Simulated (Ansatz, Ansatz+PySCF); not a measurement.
```xyz
2

Na    0.0000    0.0000   -0.1704
H     0.0000    0.0000    1.8745
```

RHF on singlet NaH was run in several spherical basis sets with Ansatz (development build ahead of 0.2.0).

Question: Rank the basis sets by the total energy that they give, lowest first, with the distance from the lowest.
A. cc-pVTZ
B. def2-SVP
C. cc-pVDZ
D. 6-31G(d)
E. def2-TZVP

Answer: A (0.00 eV), E (0.15 eV), C (0.19 eV), D (0.51 eV), B (1.80 eV).

Totals follow the description of the cores as much as that of the bonds, so this order isn't one of quality for chemistry.
